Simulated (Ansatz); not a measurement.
Ansatz (a quantum-chemistry and plane-wave program) input (CCSD(T)/6-31G):

Ansatz 0.2 input:
```yaml
crystal:
  periodic: [false, false, false]
  atoms:
    - {symbol: C, position_ang: [-0.12819188, -1.79855064, -0.02279421]}
    - {symbol: C, position_ang: [0.14036256, -0.52663028, -0.01391446]}
    - {symbol: C, position_ang: [0.04067635, 0.80462693, 0.01087614]}
    - {symbol: H, position_ang: [-1.15297079, -2.16660009, 0.01318024]}
    - {symbol: H, position_ang: [0.65584793, -2.54974214, -0.06640254]}
    - {symbol: N, position_ang: [0.02572010, 1.97709517, 0.02974534]}
basis:
  gaussian:
    orbitals: 6-31G
magnetization: {spin_polarized: true, initial_magnetization: 1}
correlation: {method: ccsd_t, electrons: outside_noble_gas}
```

Output:

```
Functional definition: HF
integrals: 0.02 GiB planned
577 factors; integrals over basis functions are off by at most 2.6e-4 eV
mean field: 0.11 GiB planned
mean field evaluation 1: about -4596.6683 eV, gradient 2.2e1 eV
mean field evaluation 2: about -4596.8047 eV, gradient 2.2e1 eV
mean field evaluation 4: about -4599.8922 eV, gradient 3.6e0 eV
mean field evaluation 8: about -4600.3098 eV, gradient 1.2e0 eV
mean field evaluation 16: about -4600.6242 eV, gradient 1.1e-4 eV
mean field evaluation 32: about -4600.6242 eV, gradient 1.6e-6 eV
mean field evaluation 64: about -4600.6104 eV, gradient 6.0e-1 eV
mean field evaluation 96: about -4597.1909 eV, gradient 8.8e-1 eV
mean field evaluation 128: about -4597.0568 eV, gradient 6.8e-2 eV
mean field evaluation 160: about -4597.2240 eV, gradient 5.9e-2 eV
mean field -4600.62415262 eV, -169.0698191937 hartree, gradient 3.2e-6 eV, S^2 1.468723; 4 other end points of the search recorded, 0 dependent functions left out
determinant -4600.62415262 eV, -169.0698191937 hartree, with singles and doubles -4610.32893242 eV, -169.4264632734 hartree
determinant -4597.22440113 eV, -168.9448806309 hartree, with singles and doubles -4606.87788026 eV, -169.2996394455 hartree
4 core orbitals not correlated
reference -4600.62415262 eV, -169.0698191937 hartree; 10, 9 occupied and 26, 27 virtual orbitals, 577 factors
second order -8.02989984 eV of doubles, -0.00000000 eV of singles
coupled cluster: 0.12 GiB planned
cycle   1  -9.71018271 eV  change   -5.4e-3 eV  update   5.7e-3
cycle   2  -9.71596985 eV  change   -5.8e-3 eV  update   4.2e-3
cycle   3  -9.71667139 eV  change   -7.0e-4 eV  update   1.7e-3
cycle   4  -9.71848100 eV  change   -1.8e-3 eV  update   9.3e-4
cycle   5  -9.72311386 eV  change   -4.6e-3 eV  update   4.3e-4
cycle   6  -9.72456653 eV  change   -1.5e-3 eV  update   1.7e-4
cycle   7  -9.72486783 eV  change   -3.0e-4 eV  update   6.7e-5
cycle   8  -9.72492975 eV  change   -6.2e-5 eV  update   2.9e-5
cycle   9  -9.72493881 eV  change   -9.1e-6 eV  update   1.1e-5
coupled cluster: 0.12 GiB planned
perturbative correction -0.35937331 eV, -0.0132067254 hartree
Total energy: -4610.70846474 eV, -169.4404108287 hartree
```

It need not be the lowest isomer of its formula.

The determinant is spin-contaminated: <S^2> is 1.47 against 0.75 for a pure state.
